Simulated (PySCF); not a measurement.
C2H4F2O.
Numbering: `[CH3:1][O:2][CH:3]([F:4])[F:5]` (hydrogens: H6, H7, H8 on C1; H9 on C3)

The same species was optimised twice, with GFN2-xTB and with PBE0-D3(BJ)/def2-SVP (PySCF), and the same property calculations (PySCF, gas phase) were run on both structures.

```
     coordinate  GFN2-xTB  PBE0-D3(BJ)/def2-SVP  change
      C1–O2 (Å)     1.420                 1.406  -0.014
      C1–H7 (Å)     1.095                 1.106  +0.011
      C3–F4 (Å)     1.364                 1.354  -0.010
      C1–H8 (Å)     1.086                 1.097  +0.011
      C1–H6 (Å)     1.093                 1.102  +0.009
      C3–F5 (Å)     1.337                 1.331  -0.006
      O2–C3 (Å)     1.346                 1.349  +0.003
      C3–H9 (Å)     1.110                 1.110   0.000
   F4–C3–F5 (°)     106.2                 107.9    +1.7
   O2–C3–H9 (°)     114.6                 113.1    -1.5
   O2–C1–H8 (°)     105.6                 107.0    +1.4
   H7–C1–H8 (°)     110.0                 108.8    -1.2
   O2–C3–F5 (°)     108.7                 107.6    -1.1
   F4–C3–H9 (°)     106.4                 107.4    +1.0
   F5–C3–H9 (°)     108.8                 109.7    +0.9
   O2–C3–F4 (°)     111.8                 111.0    -0.8
C1–O2–C3–F4 (°)        72                    69      -3
```

Rotational constants: A = 9505, B = 4052, C = 3073 MHz (GFN2-xTB) against A = 9500, B = 4120, C = 3104 MHz (PBE0-D3(BJ)/def2-SVP). Point groups within 0.08 Å: C1 and C1.

On the GFN2-xTB structure: lowest singlet, TDDFT (eV) 8.60 [CAM-B3LYP/def2-SVPD]; lowest triplet, Tamm–Dancoff (eV) 8.38 [CAM-B3LYP/def2-SVPD]; isotropic polarisability (au) 33.6 [CAM-B3LYP/def2-SVPD]; HOMO (eV) -10.61 [CAM-B3LYP/def2-SVPD]; LUMO (eV) 1.21 [CAM-B3LYP/def2-SVPD]; dipole (D) 3.14 [CAM-B3LYP/def2-SVPD]; HOMO (eV) -8.95 [PBE0/pcSseg-1]; LUMO (eV) 1.44 [PBE0/pcSseg-1]; dipole (D) 3.09 [PBE0/pcSseg-1]; GIAO shielding of C1 (ppm) 130.8 [PBE0/pcSseg-1]; GIAO shielding of O2 (ppm) 246.5 [PBE0/pcSseg-1]; GIAO shielding of C3 (ppm) 60.5 [PBE0/pcSseg-1]; GIAO shielding of F4/F5 (mean) (ppm) 272.8 [PBE0/pcSseg-1]; C1s of C1 (eV) 293.14 [delta-SCF UKS SCAN, pcX-2 on the ionised atom, pcseg-1 elsewhere, spin-free X2C]; O1s of O2 (eV) 539.87 [delta-SCF UKS SCAN, pcX-2 on the ionised atom, pcseg-1 elsewhere, spin-free X2C]; C1s of C3 (eV) 297.34 [delta-SCF UKS SCAN, pcX-2 on the ionised atom, pcseg-1 elsewhere, spin-free X2C]; F1s of F4 (eV) 693.20 [delta-SCF UKS SCAN, pcX-2 on the ionised atom, pcseg-1 elsewhere, spin-free X2C].

**Question.** What do these properties become on the PBE0-D3(BJ)/def2-SVP structure?

**Answer.** 
```json
{"property": "lowest singlet, TDDFT (eV)", "level": "CAM-B3LYP/def2-SVPD", "on GFN2-xTB": "8.60", "on PBE0-D3(BJ)/def2-SVP": "8.51", "change": "-0.09"}
{"property": "lowest triplet, Tamm–Dancoff (eV)", "level": "CAM-B3LYP/def2-SVPD", "on GFN2-xTB": "8.38", "on PBE0-D3(BJ)/def2-SVP": "8.29", "change": "-0.09"}
{"property": "isotropic polarisability (au)", "level": "CAM-B3LYP/def2-SVPD", "on GFN2-xTB": "33.6", "on PBE0-D3(BJ)/def2-SVP": "33.7", "change": "+0.1"}
{"property": "HOMO (eV)", "level": "CAM-B3LYP/def2-SVPD", "on GFN2-xTB": "-10.61", "on PBE0-D3(BJ)/def2-SVP": "-10.50", "change": "+0.11"}
{"property": "LUMO (eV)", "level": "CAM-B3LYP/def2-SVPD", "on GFN2-xTB": "1.21", "on PBE0-D3(BJ)/def2-SVP": "1.22", "change": "+0.01"}
{"property": "dipole (D)", "level": "CAM-B3LYP/def2-SVPD", "on GFN2-xTB": "3.14", "on PBE0-D3(BJ)/def2-SVP": "2.95", "change": "-0.19"}
{"property": "energy, GFN2-xTB geometry as zero (kcal/mol)", "level": "CAM-B3LYP/def2-SVPD", "on GFN2-xTB": "0.0", "on PBE0-D3(BJ)/def2-SVP": "-0.1", "change": "-0.1"}
{"property": "HOMO (eV)", "level": "PBE0/pcSseg-1", "on GFN2-xTB": "-8.95", "on PBE0-D3(BJ)/def2-SVP": "-8.86", "change": "+0.09"}
{"property": "LUMO (eV)", "level": "PBE0/pcSseg-1", "on GFN2-xTB": "1.44", "on PBE0-D3(BJ)/def2-SVP": "1.45", "change": "+0.01"}
{"property": "dipole (D)", "level": "PBE0/pcSseg-1", "on GFN2-xTB": "3.09", "on PBE0-D3(BJ)/def2-SVP": "2.89", "change": "-0.20"}
{"property": "energy, GFN2-xTB geometry as zero (kcal/mol)", "level": "PBE0/pcSseg-1", "on GFN2-xTB": "0.0", "on PBE0-D3(BJ)/def2-SVP": "-0.1", "change": "-0.1"}
{"property": "GIAO shielding of C1 (ppm)", "level": "PBE0/pcSseg-1", "on GFN2-xTB": "130.8", "on PBE0-D3(BJ)/def2-SVP": "131.4", "change": "+0.6"}
{"property": "GIAO shielding of O2 (ppm)", "level": "PBE0/pcSseg-1", "on GFN2-xTB": "246.5", "on PBE0-D3(BJ)/def2-SVP": "247.4", "change": "+0.9"}
{"property": "GIAO shielding of C3 (ppm)", "level": "PBE0/pcSseg-1", "on GFN2-xTB": "60.5", "on PBE0-D3(BJ)/def2-SVP": "61.9", "change": "+1.4"}
{"property": "GIAO shielding of F4/F5 (mean) (ppm)", "level": "PBE0/pcSseg-1", "on GFN2-xTB": "272.8", "on PBE0-D3(BJ)/def2-SVP": "277.0", "change": "+4.2"}
{"property": "C1s of C1 (eV)", "level": "delta-SCF UKS SCAN, pcX-2 on the ionised atom, pcseg-1 elsewhere, spin-free X2C", "on GFN2-xTB": "293.14", "on PBE0-D3(BJ)/def2-SVP": "293.11", "change": "-0.03"}
{"property": "O1s of O2 (eV)", "level": "delta-SCF UKS SCAN, pcX-2 on the ionised atom, pcseg-1 elsewhere, spin-free X2C", "on GFN2-xTB": "539.87", "on PBE0-D3(BJ)/def2-SVP": "539.82", "change": "-0.05"}
{"property": "C1s of C3 (eV)", "level": "delta-SCF UKS SCAN, pcX-2 on the ionised atom, pcseg-1 elsewhere, spin-free X2C", "on GFN2-xTB": "297.34", "on PBE0-D3(BJ)/def2-SVP": "297.38", "change": "+0.04"}
{"property": "F1s of F4 (eV)", "level": "delta-SCF UKS SCAN, pcX-2 on the ionised atom, pcseg-1 elsewhere, spin-free X2C", "on GFN2-xTB": "693.20", "on PBE0-D3(BJ)/def2-SVP": "693.37", "change": "+0.17"}
```

The heavy atoms differ by 0.024 Å rms after alignment. Among all bonds C1–O2 changes most (-0.014 Å). Changes are differences of the printed values. Neither structure is proved a minimum here.

The values belong to the conformer `[CH3:1][O:2][CH:3]([F:4])[F:5]`: C1–O2–C3–F4 69°.
